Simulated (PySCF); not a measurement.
Gas-phase reaction: 2 NH₂ + 2 H₃SiNH₂ = 2 SiH₂(NH₂)₂ + H₂. Level: ωB97X-V/def2-TZVP†; standard pressure 1 bar.

Method: PySCF energies plus ideal-gas RRHO corrections (1 bar). † marks an energy on the PBE0/def2-TZVP geometry and frequencies. Open shells (unrestricted): NH₂ (multiplicity 2); the rest are closed-shell singlets. No R ln 2 is added for the mirror-image form of SiH₂(NH₂)₂. H₃SiNH₂, SiH₂(NH₂)₂: computed as isolated molecules; such fragments, hydroxides, amides, oligomers or adducts are transient or little studied in the gas. The harmonic model lacks anharmonicity and excited electronic states, which grow with temperature; levels with a mode under 35 cm⁻¹ are left out. Internal rotation in H₃SiNH₂, SiH₂(NH₂)₂ is treated as a harmonic vibration of one conformer, which makes the entropy rough.

```
T (K)  1000/T (1/K)  log10 K
-----  ------------  -------
800          1.2500    26.37
1000         1.0000    19.13
1200         0.8333    14.33
1400         0.7143    10.93
1600         0.6250        ?
1800         0.5556     6.44
```

Q: Fit log10 K = a + b·(1000/T) to the five rows, get the mean ΔH° and ΔS°, and predict log10 K at 1600 K.

A: Means: 1000/T = 0.8706, log10 K = 15.440. Sums of products about the means: Sxy = 8.20564, Sxx = 0.285735, so b = Sxy/Sxx = 28.72 and a = 15.440 − (28.72)×0.8706 = -9.56.
ΔH° = −R ln 10 × 1000 K × b = −19.145 × (28.72) = -550 kJ; ΔS° = R ln 10 × a = -183 J/K. The run's own values go from -556 kJ and -190 J/K at 800 K to -538 kJ and -176 J/K at 1800 K.
Prediction at 1600 K: -9.56 + (28.72)×0.6250 = 8.39. The computed value is 8.40, 0.01 from the line.
For scale, ΔH°(298 K) is -566 kJ at this level, -577 kJ at ωB97M-V/def2-TZVP†, and runs from -683 to -362 kJ over the 20 levels computed.
